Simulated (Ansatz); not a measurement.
**C4H11P: vertical ionisation energy**

One table from this session's results is given with a row withheld; the runs are named, their logs left out.

The runs use Ansatz 0.2.0, Gaussian basis; unrestricted cation, the program's frozen cores in correlated methods.

Plan: UKS PBE-D4/def2-TZVPP; UKS r2SCAN-D4/def2-TZVPP; UKS PBE0-D4/def2-TZVPP; UKS B3LYP-D4/def2-TZVPP; UKS wB97X-V/def2-TZVPP; UKS wB97M-V/def2-TZVPP; UKS B2PLYP/def2-TZVPP; UHF-CCSD(T)/def2-TZVPP; UHF-MP2/def2-QZVPP; extrapolation to the limit; then −ε(HOMO) from the neutral's earlier runs with LDA (SPW92), PBE-D4, revPBE-D4, BLYP-D4, r2SCAN-D4, B97M-V, PBE0-D4, B3LYP-D4, r2SCANh-D4, r2SCAN0-D4, HSE06-D4, BHLYP-D4, CAM-B3LYP-D4, LC-ωPBE, ωB97X-V, ωB97M-V.

### The geometry

The geometry comes from an earlier relaxation with PBE0-D4 in a triple-zeta def2 set; it is a stationary point, not always the lowest conformer.

SMILES `C=P(C)(C)C`, 16 atoms, charge 0, spin multiplicity 1.

Atoms are counted from 1 here; the program's logs count them from 0.

Bond lengths: C1–P2 1.663 Å, C1–H6 1.083 Å, C1–H7 1.083 Å, P2–C3 1.809 Å, P2–C4 1.809 Å, P2–C5 1.839 Å, C3–H8 1.091 Å, C3–H9 1.092 Å, C3–H10 1.090 Å, C4–H11 1.092 Å, C4–H12 1.091 Å, C4–H13 1.090 Å, C5–H14 1.092 Å, C5–H15 1.094 Å, C5–H16 1.092 Å. Angles: P2–C1–H6 118.2°, P2–C1–H7 118.2°, H6–C1–H7 117.0°, C1–P2–C3 110.9°, C1–P2–C4 110.9°, C1–P2–C5 122.5°, C3–P2–C4 107.7°, C3–P2–C5 101.8°, C4–P2–C5 101.8°, P2–C3–H8 111.5°, P2–C3–H9 108.6°, P2–C3–H10 109.2°, H8–C3–H9 108.8°, H8–C3–H10 110.2°, H9–C3–H10 108.5°, P2–C4–H11 108.6°, P2–C4–H12 111.5°, P2–C4–H13 109.2° and more.

The first run:

Input file in.yaml:

```yaml
crystal:
  periodic: [false, false, false]
  atoms:
    - {symbol: C, position_ang: [0.345970, 1.428269, -1.257964]}
    - {symbol: P, position_ang: [0.040941, 0.201778, -0.176666]}
    - {symbol: C, position_ang: [0.925422, 0.476676, 1.376728]}
    - {symbol: C, position_ang: [0.579208, -1.392340, -0.840032]}
    - {symbol: C, position_ang: [-1.654077, -0.190353, 0.418710]}
    - {symbol: H, position_ang: [0.314286, 2.449151, -0.896540]}
    - {symbol: H, position_ang: [0.095256, 1.267132, -2.299595]}
    - {symbol: H, position_ang: [0.686182, -0.290943, 2.114652]}
    - {symbol: H, position_ang: [0.634622, 1.451010, 1.774787]}
    - {symbol: H, position_ang: [1.997183, 0.488949, 1.180752]}
    - {symbol: H, position_ang: [0.075591, -1.560154, -1.794257]}
    - {symbol: H, position_ang: [0.332037, -2.211361, -0.162465]}
    - {symbol: H, position_ang: [1.653946, -1.361602, -1.016664]}
    - {symbol: H, position_ang: [-2.279068, -0.430736, -0.443867]}
    - {symbol: H, position_ang: [-1.677990, -1.024626, 1.125563]}
    - {symbol: H, position_ang: [-2.069500, 0.699158, 0.896859]}
basis:
  gaussian: {orbitals: def2-TZVPP}
total_charge: 1
magnetization: {spin_polarized: true, initial_magnetization: 1}
hamiltonian: {xc: pbe, dispersion: d4}
```

The run is started by

```sh
$ ansatz run in.yaml --threads 2 --pin off --events-out ev --progress --plain --max-ram 22528MiB --backend cuda --devices 0, --max-vram 18GiB
```

Among the steps run: Cation, UKS PBE-D4/def2-TZVPP; Cation, UKS r2SCAN-D4/def2-TZVPP; Cation, UKS PBE0-D4/def2-TZVPP; Cation, UKS B3LYP-D4/def2-TZVPP; Cation, UKS wB97X-V/def2-TZVPP; Cation, UKS wB97M-V/def2-TZVPP; Cation, UKS B2PLYP (frozen core)/def2-TZVPP; Cation, UHF-CCSD(T)/def2-TZVPP; Cation, UHF-MP2/def2-QZVPP.

One table of the session follows, with a row left open; its other results are not shown here.

It belongs to the step «Ionisation energies side by side». For comparison, −ε(HOMO) of the neutral from earlier runs:

| functional | −ε(HOMO) (eV) |
| --- | --- |
| LDA (SPW92) | ? |
| PBE-D4 | 3.70 |
| revPBE-D4 | 3.64 |
| BLYP-D4 | 3.55 |
| r2SCAN-D4 | 3.87 |
| B97M-V | 3.93 |
| PBE0-D4 | 4.77 |
| B3LYP-D4 | 4.57 |
| r2SCANh-D4 | 4.28 |
| r2SCAN0-D4 | 4.90 |
| HSE06-D4 | 4.38 |
| BHLYP-D4 | 5.74 |
| CAM-B3LYP-D4 | 6.07 |
| LC-ωPBE | 7.40 |
| ωB97X-V | 7.06 |
| ωB97M-V | 6.98 |

**Question.** Estimate the row for LDA (SPW92).

As computed: −ε(HOMO) (eV): 3.86. In the column «−ε(HOMO) (eV)» it lies between PBE-D4 (3.70) and r2SCAN-D4 (3.87).

Caveats from the session: The cation may have settled in a state other than its lowest; no search over hole states beyond the program's own was made.
